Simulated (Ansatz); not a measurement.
# Si2H6O (built from SMILES O.[SiH][SiH3]): a saddle search

Does the minimum-mode search get back to a saddle from here?

Method: B3LYP-D4/def2-SVP; program: Ansatz 0.2.0, Gaussian basis.

1 further run of the same task is left out (it didn't finish).

## 1. Starting geometry

The start, a known saddle point with all atoms moved at random by about 0.06 Å a coordinate: 9 atoms, charge 0, spin multiplicity 1.

Atoms are counted from 1 here; the program's logs count them from 0.

Bond lengths: Si1–Si2 2.288 Å, Si1–H3 1.646 Å, Si1–O4 1.919 Å, Si1–H5 1.501 Å, Si2–H6 1.467 Å, Si2–H7 1.542 Å, Si2–H8 1.558 Å, O4–H9 1.124 Å. Angles: Si2–Si1–H3 130.1°, Si2–Si1–O4 102.0°, Si2–Si1–H5 102.3°, H3–Si1–O4 41.0°, H3–Si1–H5 112.9°, O4–Si1–H5 97.7°, Si1–Si2–H6 118.0°, Si1–Si2–H7 112.0°, Si1–Si2–H8 107.9°, H6–Si2–H7 102.2°, H6–Si2–H8 108.9°, H7–Si2–H8 107.4°, Si1–O4–H9 119.3°.

Coordinates:

```mol
H6OSi2
  3D, bonds by distance, orders not assigned

  9  8  0  0  0  0  0  0  0  0999 V2000
   -0.1557    1.0647    0.0825 Si  0  0
    1.1327   -0.7763    0.5128 Si  0  0
   -0.8676    1.5565   -1.3175 H   0  0
   -1.3837    0.3949   -1.2312 O   0  0
   -1.0978    1.0753    1.2510 H   0  0
    0.4494   -2.0399    0.8127 H   0  0
    2.0127   -1.1591   -0.6936 H   0  0
    2.0882   -0.4272    1.6933 H   0  0
   -2.4847    0.3929   -1.0046 H   0  0
  1  2  8  0
  1  3  8  0
  1  4  8  0
  1  5  8  0
  2  6  8  0
  2  7  8  0
  2  8  8  0
  4  9  8  0
M  END
```

## 2. The search

File run/in.yaml:

```yaml
crystal:
  periodic: [false, false, false]
  atoms:
    - {symbol: Si, position_ang: [-0.155728, 1.064738, 0.082472]}
    - {symbol: Si, position_ang: [1.132747, -0.776338, 0.512840]}
    - {symbol: H, position_ang: [-0.867571, 1.556460, -1.317493]}
    - {symbol: O, position_ang: [-1.383715, 0.394898, -1.231240]}
    - {symbol: H, position_ang: [-1.097825, 1.075288, 1.251034]}
    - {symbol: H, position_ang: [0.449389, -2.039902, 0.812728]}
    - {symbol: H, position_ang: [2.012711, -1.159139, -0.693647]}
    - {symbol: H, position_ang: [2.088176, -0.427206, 1.693256]}
    - {symbol: H, position_ang: [-2.484684, 0.392872, -1.004632]}
basis:
  gaussian: {orbitals: def2-SVP}
hamiltonian: {xc: {name: B3LYP}, dispersion: d4}
saddle:
  f_tol: 0.02
  max_steps: 40
  mode_guess:
    - [-0.3182, -0.2841, -0.2291]
    - [0.0276, 0.0159, -0.0315]
    - [0.4685, 0.5061, 0.1916]
    - [-0.1474, -0.4068, 0.1318]
    - [0.0348, 0.1776, 0.0023]
    - [-0.0062, 0.0361, -0.0191]
    - [0.0093, 0.0153, -0.0195]
    - [-0.0162, 0.0259, -0.0130]
    - [-0.0522, -0.0861, -0.0134]
```

Started as:

```
ansatz run in.yaml --threads 2 --pin off --events-out ev --progress --plain --max-ram 4352MiB
```

Output, cut to the lines that bear on the results:

```text
Functional definition: B3LYP
  name "B3LYP"
  cite "Stephens, Devlin, Chabalowski & Frisch, J. Phys. Chem. 98, 11623 (1994) doi:10.1021/j100096a001"
  cite "Becke, Phys. Rev. A 38, 3098 (1988) doi:10.1103/PhysRevA.38.3098"
  cite "Lee, Yang & Parr, Phys. Rev. B 37, 785 (1988) doi:10.1103/PhysRevB.37.785"
  cite "Vosko, Wilk & Nusair, Can. J. Phys. 58, 1200 (1980) doi:10.1139/p80-159"
[...]
820 factors; integrals over basis functions are off by at most 3.6e-4 eV
[...]
mean field -17891.53180453 eV, -657.5016665005 hartree, gradient 7.9e-5 eV, S^2 0.000000; 0 other end points of the search recorded, 0 dependent functions left out
[...]
reference -17891.53206599 eV, -657.5016761090 hartree; 21, 21 occupied and 59, 59 virtual orbitals, 820 factors
[... from here to the last solve, the lines of the solves are left out (87 solves) ...]
saddle step   1: F+E_penalty+E_count = -17891.78960316 eV  max|allowed force component| = 4.390e0 eV/Å  curvature = -15.7716 eV/Å²  mode residual = 1.83e0 eV/Å²  Δτ_max = 0.0000 Å  (1 rotations, 3 force calls, 55 SCF iters)  cluster: 3 rotations left out, max|force component along them| = [...]
saddle step   4: F+E_penalty+E_count = -17892.33024785 eV  max|allowed force component| = 3.437e-1 eV/Å  curvature = -16.2417 eV/Å²  mode residual = 1.10e0 eV/Å²  Δτ_max = 0.0136 Å  (1 rotations, 3 force calls, 55 SCF iters)  cluster: 3 rotations left out, max|force component along them| [...]
saddle step  12: F+E_penalty+E_count = -17892.34242499 eV  max|allowed force component| = 8.779e-4 eV/Å  curvature = -16.3578 eV/Å²  mode residual = 8.10e-2 eV/Å²  Δτ_max = 0.0058 Å  (1 rotations, 6 force calls, 93 SCF iters)  cluster: 3 rotations left out, max|force component along them| [...]
saddle step  13: F+E_penalty+E_count = -17892.34242631 eV  max|allowed force component| = 5.976e-4 eV/Å  curvature = -16.3659 eV/Å² (error put at 0.0085; -16.3740 at half of saddle.amplitude)  mode residual = 7.09e-2 eV/Å²  Δτ_max = 0.0016 Å  (0 rotations, 44 force calls, 602 SCF iters)  [...]
Total energy: -17892.34267848 eV, -657.5314655687 hartree
Atom 0 at    -0.240249     1.036556     0.100271 Å, force     0.000375    -0.000187     0.000009 eV/Å
Atom 1 at     1.193808    -0.794811     0.507706 Å, force    -0.000304     0.000598    -0.000220 eV/Å
Atom 2 at    -0.859032     1.484090    -1.335089 Å, force     0.000191    -0.000139     0.000352 eV/Å
Atom 3 at    -1.445709     0.325275    -1.256936 Å, force     0.000032    -0.000066    -0.000217 eV/Å
Atom 4 at    -1.127629     1.104846     1.318018 Å, force    -0.000155    -0.000315    -0.000036 eV/Å
Atom 5 at     0.412261    -2.022388     0.854459 Å, force    -0.000089     0.000096     0.000163 eV/Å
Atom 6 at     2.024249    -1.085609    -0.697971 Å, force    -0.000112    -0.000148    -0.000016 eV/Å
Atom 7 at     2.110145    -0.470887     1.644319 Å, force     0.000103     0.000067    -0.000070 eV/Å
Atom 8 at    -2.374345     0.504600    -1.029459 Å, force    -0.000039     0.000094     0.000034 eV/Å
Dipole moment:    -0.341722     0.096714     0.026669 e Å
```

It took 88 s on 2 threads of Arm Neoverse V1, shared host.

The steps of the relaxation:

```
step  energy from step 1 (eV)  largest force component (eV/Å)
   1                   0.0000                          4.3901
   2                  -0.3202                          5.6165
   3                  -0.5327                          0.4725
   4                  -0.5406                          0.3437
   5                  -0.5483                          0.1890
   6                  -0.5507                          0.1427
   7                  -0.5517                          0.0521
   8                  -0.5520                          0.0377
   9                  -0.5525                          0.0212
  10                  -0.5527                          0.0145
  11                  -0.5528                          0.0041
  12                  -0.5528                          0.0009
  13                  -0.5528                          0.0006
```

Distances of close pairs at the start and the end, largest changes first:

```
   bond  before (Å)  after (Å)  change (Å)
  O4–H9       1.124      0.973      -0.151
Si1–Si2       2.288      2.361      +0.073
 Si2–H8       1.558      1.495      -0.063
 Si2–H7       1.542      1.493      -0.049
 Si1–O4       1.919      1.950      +0.031
 Si2–H6       1.467      1.496      +0.029
 Si1–H3       1.646      1.626      -0.020
 Si1–H5       1.501      1.508      +0.007
```

## 3. What came out

| quantity | value |
| --- | --- |
| steps | 13 |
| energy change | -12.7 kcal/mol |
| last largest force | 0.0006 eV/Å |
| RMSD from the start | 0.090 Å |
| RMSD from the known saddle | 0.038 Å |

It converged in 13 steps at a force tolerance of 0.02 eV/Å. It is back at the known saddle, up to the shift that another level brings.
